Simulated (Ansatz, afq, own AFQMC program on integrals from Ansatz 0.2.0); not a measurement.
# AlBH₂, triplet in cc-pVDZ, levels against CCSDT(Q)

```xyz
4

B    -0.4585    0.0000    1.2786
Al    0.1614    0.0000   -0.5267
H    -0.0743    0.0000    2.3976
H     0.6715    0.0000   -2.0124
```

Connectivity, by distances: BH–AlH.

Basis cc-pVDZ. Noble-gas cores (and the filled d shells of Ga–Kr and In–Xe) are frozen. Ansatz 0.2.0 and our own AFQMC program on the same integrals; the CISD trial comes from CCSD amplitudes, and released means the phaseless constraint is let go. Free AFQMC starts from the CCSD state and is never constrained. Its projection time is finite, and what remains of the start isn't in its error. Error bars are statistical, one sigma.

Determinant: UHF, the one that the program's search chose, which needn't be the lowest solution. The geometry is a point of a scan.

No full CI on the walks' own integrals is used here; CCSDT(Q) serves as the reference and is uncertain by about the last step of the cluster series.

Cautions: lower spins were not checked.

- T1 diagnostic: 0.0214
- weight of the determinant in the CISD state: 0.895
- ⟨S²⟩ of the determinant: 2.021
- size of the correlated space: 8 electrons in 36 orbitals

Reference: CCSDT(Q), correlation energy -4.200 eV. The released energy is read at 2.40 1/Eh (meV from the phaseless value at times in 1/Eh: -10 ± 10 at 0.24, -3 ± 9 at 0.51, 0 ± 8 at 0.99, -13 ± 9 at 1.62, 5 ± 10 at 2.40).

| level | E − E(reference) (kJ/mol) | share of correlation (%) |
| --- | --- | --- |
| HF | 405.3 | 0.00 |
| MP2 | 97.3 | 75.99 |
| CCSD | 16.6 | 95.89 |
| CCSD(T) | 4.3 | 98.95 |
| CCSDT | 0.8 | 99.81 |
| ph-AFQMC/HF | 10.8 ± 4.0 | 97.33 |
| ph-AFQMC/CISD | 0.0 ± 0.8 | 99.99 |
| released AFQMC | 0.5 ± 1.0 | 99.88 |
| free AFQMC | 0.8 ± 1.5 | 99.81 |

Free projections are given only where their last times agree within the noise and don't stop above the reference; a slow remainder of the start can still hide under it. A walk keeps the symmetry of its determinant, which the program's search chose and which needn't be the lowest solution, so a lower state of the same spin and another symmetry isn't excluded. Released energies are given only where the last usable release times agree within the noise; a slower fall can still hide under it.
